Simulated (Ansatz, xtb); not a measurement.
AlBHSi+: which of two structures lies lower

We compare X, a singlet given by its coordinates, with Y, a triplet given by its coordinates. Both are isolated ions in the gas phase, relaxed with B3LYP-D3(BJ)/def2-SVP.

X (Å):

```
atom    x (Å)    y (Å)    z (Å)
  Al   0.5571  -0.0324   0.7568
   B  -0.2952   0.8596  -1.0472
  Si   1.2389  -0.2201  -1.4321
   H  -1.2408   1.5786  -1.1792
```

Close contacts (Å): Al1–B2 2.19, Al1–Si3 2.30, B2–Si3 1.91, B2–H4 1.20.

Y (Å):

```xyz
4

Al   -2.3338   -4.9602   -1.6283
B    -2.3006   -2.4141   -0.6849
Si   -3.3528   -2.6877   -2.2485
H    -1.6871   -2.0869    0.2858
```

Close contacts (Å): Al1–Si3 2.57, B2–Si3 1.90, B2–H4 1.19.

Question: Estimate E(Y) − E(X) at the level CCSD(T)/def2-TZVPP.

Answer: Calculated at CCSD(T)/def2-TZVPP: E(Y) − E(X) = +0.103 eV, so structure X lies lower.

Level by level:

```csv
level,geometry,E(Y) − E(X) (eV),departure from the last row (eV),"job, with rough time for the two"
B3LYP-D3(BJ)/def2-SVP,B3LYP-D3(BJ)/def2-SVP,−0.191,−0.294,"optimisation, 23 s"
HF/def2-TZVPP,B3LYP-D3(BJ)/def2-SVP,−1.175,−1.278,part of the CCSD(T) run
MP2/def2-TZVPP,B3LYP-D3(BJ)/def2-SVP,+0.271,+0.169,part of the CCSD(T) run
CCSD(T)/def2-TZVPP,B3LYP-D3(BJ)/def2-SVP,+0.103,,"single point, 34 s"
```

B3LYP-D3(BJ)/def2-SVP, HF/def2-TZVPP put the two in the other order. The largest departure from CCSD(T)/def2-TZVPP is that of HF/def2-TZVPP, 1.278 eV. Levels run at GFN2-xTB geometries aren't shown. The triplet state of Y needn't be its ground state.

With harmonic frequencies from B3LYP-D3(BJ)/def2-SVP (ideal gas, rigid rotor, one conformer each, 1000 K, 1 atm): on the last row, ΔE + ΔZPE = +0.080, ΔH = +0.100, ΔG = −0.147 eV. The free energy reverses the electronic order.

The T1 diagnostic of structure X is large, so the coupled-cluster value is less sure. Open shells are spin-unrestricted. The correlated steps freeze 11 core orbitals. ΔG holds the spin degeneracy. Run with Ansatz 0.2.0; the last row on 1 thread of Intel(R) Xeon(R) 6975P-C (Granite Rapids) on a shared host.
